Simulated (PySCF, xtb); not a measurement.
Bonds broken one at a time in the series B CH3-H. Isolated molecules, 0 K electronic values unless said otherwise. Strings in code marks are SMILES.

Quantity: homolytic bond dissociation enthalpy at 298 K (no spin–orbit term), in kcal/mol. Thermal and zero-point terms are GFN2-xTB rigid-rotor harmonic values (xtb).

Level 1: B3LYP/3-21G // B3LYP-D3(BJ)/def2-TZVP (PySCF)
Level 2: BP86/6-31G* // B3LYP-D3(BJ)/def2-TZVP (PySCF)
Level 3: PBE/6-31G* // B3LYP-D3(BJ)/def2-TZVP (PySCF)
Level 4: HF/3-21G // B3LYP-D3(BJ)/def2-TZVP (PySCF)

```tsv
species	level 1	level 2	level 3	level 4
C–B bond of `CBC`, giving `[BH]C` and `[CH3]`	102.7	102.6	104.8	77.6
B–C bond of `BC`, giving `[BH2]` and `[CH3]`	104.7	105.3	107.4	77.9
C–B bond of `CB(C)C`, giving `C[B]C` and `[CH3]`	101.2	100.1	102.3	77.4
```
